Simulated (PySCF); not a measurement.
Consider ethyl formate, `CCOC=O` (C3H6O2). Optimised structure (Å), atoms numbered from 1:
```
C    -1.2128    0.6239   -0.0718
C    -0.4440   -0.6604    0.1394
O     0.8099   -0.4246    0.7893
C     1.8245   -0.0513    0.0161
O     1.7870    0.1021   -1.1714
H    -0.6829    1.2837   -0.7732
H    -1.3550    1.1562    0.8802
H    -2.2044    0.4023   -0.4938
H    -0.2584   -1.1690   -0.8186
H    -0.9817   -1.3453    0.8089
H     2.7274    0.0934    0.6461
```

Energies: ωB97X-D3(BJ)/def2-TZVP (PySCF, density fitting, integration grid level 2) on PBE0-D3(BJ)/def2-SVP structures. Thermal corrections: PBE0-D3(BJ)/def2-SVP frequencies, unscaled, ideal gas at 298.15 K and 1 bar, quasi-RRHO entropy.

Q: Rank these of its sites by proton affinity, highest first.
A. O5 (carboxyl C=O oxygen)
B. O3 (ester-type oxygen)

A: A (806 kJ/mol), B (722 kJ/mol).

Q: For O5 (carboxyl C=O oxygen), what are ΔE (electronic) and ΔG(298 K) of removing the proton again?

A: ΔE = 834 and ΔG = 777 kJ/mol, beside ΔH = 806 kJ/mol. The protonated species is `CCOC=[OH+]`.

Q: Of those listed, which site of protonation is favoured in water (IEF-PCM), and by how much?

A: O5 (carboxyl C=O oxygen), by 61 kJ/mol over O3 (ester-type oxygen); the gas phase favours the same one.
